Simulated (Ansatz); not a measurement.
SrZrS3 (Pnma, No. 62; cell taken from a computed entry) was calculated with PBEsol (Ansatz, a first-principles code, plane waves, PAW).

Settings: plane-wave cutoff 520 eV, 4×10×4 k mesh (along the axes of the cell as run), Fermi–Dirac smearing 0.01 eV, scalar-relativistic PAW data made under PBE.

Cell (relaxed with PBEsol):

```xyz
20
Lattice="8.4406 0.0000 0.0000 0.0000 3.7853 0.0000 0.0000 0.0000 13.7861" Properties=species:S:1:pos:R:3 pbc="T T T"
Sr     0.5469     0.9463     2.4611
Sr     7.8937     2.8390    11.3249
Sr     3.6734     2.8390     9.3542
Sr     4.7672     0.9463     4.4319
Zr     5.6639     2.8390     0.7968
Zr     2.7767     0.9463    12.9893
Zr     6.9970     0.9463     7.6898
Zr     1.4436     2.8390     6.0963
S      5.5819     2.8390     6.7137
S      2.8587     0.9463     7.0723
S      7.0790     0.9463    13.6068
S      1.3616     2.8390     0.1793
S      1.7482     0.9463    10.7744
S      6.6924     2.8390     3.0117
S      2.4721     2.8390     3.8813
S      5.9685     0.9463     9.9048
S      4.0581     0.9463     1.4816
S      4.3825     2.8390    12.3045
S      0.1622     2.8390     8.3746
S      8.2784     0.9463     5.4115
```

Problem. Give the computed band gap.

Solution. 
- band gap = 0.36 eV

Note: this cell isn't known to be the ambient phase, and symmetry holds it in the calculation.

Spin–orbit coupling is not included.

Computed values are for the static lattice.
